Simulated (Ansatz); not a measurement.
**C₃H₆F radical: small, medium and large basis sets**

The task here is to estimate one member of a computed series from the others.

Program: Ansatz 0.2.0, Gaussian basis. Level of theory: one geometry, several basis sets. These are calculated values, not measurements.

The runs, in order: PBE0-D4/def2-SVP; ωB97M-V/def2-SVP; PBE0-D4/def2-QZVPP; ωB97M-V/def2-QZVPP; the functionals' def2-TZVPP values are taken from earlier runs.

## The relaxed structure

An earlier PBE0-D4 in a triple-zeta def2 set relaxation fixed the geometry.

SMILES `[CH2]CCF`, 10 atoms, charge 0, spin multiplicity 2.

Atoms are counted from 1 here; the program's logs count them from 0.

Bond lengths: C1–C2 1.481 Å, C1–H5 1.082 Å, C1–H6 1.082 Å, C2–C3 1.511 Å, C2–H7 1.096 Å, C2–H8 1.102 Å, C3–F4 1.385 Å, C3–H9 1.094 Å, C3–H10 1.094 Å. Angles: C2–C1–H5 120.8°, C2–C1–H6 120.2°, H5–C1–H6 118.3°, C1–C2–C3 113.6°, C1–C2–H7 110.8°, C1–C2–H8 110.7°, C3–C2–H7 108.1°, C3–C2–H8 107.7°, H7–C2–H8 105.6°, C2–C3–F4 110.1°, C2–C3–H9 111.1°, C2–C3–H10 111.2°, F4–C3–H9 107.5°, F4–C3–H10 107.4°, H9–C3–H10 109.3°.

The first run:

Contents of in.yaml:

```yaml
crystal:
  periodic: [false, false, false]
  atoms:
    - {symbol: C, position_ang: [-0.923357, 1.041004, -0.044295]}
    - {symbol: C, position_ang: [0.148453, 0.156998, -0.555894]}
    - {symbol: C, position_ang: [0.664984, -0.824594, 0.470637]}
    - {symbol: F, position_ang: [-0.355852, -1.666918, 0.880290]}
    - {symbol: H, position_ang: [-1.111787, 2.004082, -0.499891]}
    - {symbol: H, position_ang: [-1.631672, 0.670426, 0.685340]}
    - {symbol: H, position_ang: [0.998015, 0.745834, -0.921223]}
    - {symbol: H, position_ang: [-0.206204, -0.421211, -1.425015]}
    - {symbol: H, position_ang: [1.460582, -1.449217, 0.053795]}
    - {symbol: H, position_ang: [1.039838, -0.307703, 1.359357]}
basis:
  gaussian: {orbitals: def2-SVP}
magnetization: {spin_polarized: true, initial_magnetization: 1}
hamiltonian: {xc: pbe0, dispersion: d4}
output: {orbitals: {seedname: orbitals}}
```

Launch:

```console
> ansatz run in.yaml --threads 4 --pin off --events-out ev --progress --plain --max-ram 10444MiB
```

Steps of the session up to this table: PBE0-D4 in def2-SVP; ωB97M-V in def2-SVP; PBE0-D4 in def2-QZVPP; ωB97M-V in def2-QZVPP.

One table of the session follows, with a row left open; its other results are not shown here.

It belongs to the step «Density functionals: the series». 

```
functional       basis  HOMO (eV)
   PBE0-D4    def2-SVP      -6.13
   PBE0-D4  def2-TZVPP      -6.19
   PBE0-D4  def2-QZVPP      -6.21
   ωB97M-V    def2-SVP      -8.19
   ωB97M-V  def2-TZVPP      -8.25
   ωB97M-V  def2-QZVPP          ?
```

**Question.** Estimate the row for ωB97M-V, def2-QZVPP.

The run gave: HOMO (eV): -8.27. In the column «HOMO (eV)» it is the lowest.
